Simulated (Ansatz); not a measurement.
A made-up structure of CH₄BSi, doublet:

```
7
angstrom
B -1.7631 0.0227 -0.5877
Si 0.1249 0.0579 -0.5976
C 1.0585 -0.0943 0.8570
H 0.9586 -1.0781 -0.4216
H 0.7738 0.4632 -1.8657
H 2.1062 0.1813 0.9014
H 0.6153 -0.4128 1.7931
```

It is relaxed with PBE-D4/def2-SVP and then PBE0-D4/def2-TZVP (Ansatz 0.2.0). Atoms count as bonded within 1.22 times the sum of their covalent radii (H–H: 0.88 Å). The end point is not checked to be a true minimum.

Task: Does its bonding change? (Judge from chemistry; the calculation decides.)

Result: Computed: Yes. Formed: C3–H4; broken: Si2–H4.

Where it ends: The first stage lowers the energy by 3.12 eV in 16 steps. It ends as CH₄BSi ([B][SiH][CH3]):
| atom | x (Å) | y (Å) | z (Å) |
| --- | --- | --- | --- |
| B1 | -1.7483 | 0.7695 | -0.5654 |
| Si2 | -0.0581 | -0.2035 | -0.8476 |
| C3 | 1.0763 | -0.4388 | 0.6395 |
| H4 | 1.8242 | -1.1995 | 0.4012 |
| H5 | 0.6676 | 0.5058 | -1.9512 |
| H6 | 1.5990 | 0.4853 | 0.8924 |
| H7 | 0.5135 | -0.7789 | 1.5100 |

Labels in which every atom is bracketed show which atoms are joined, not bond orders.

For scale, one of the runs: PBE0-D4/def2-TZVP relaxation, 123 basis functions, launched by `ansatz run in.yaml --threads 2 --pin off --events-out ev --progress --plain --max-ram 4352MiB`. The run took about 30 s on 2 CPU threads of an Intel Xeon 6975P-C (shared host).
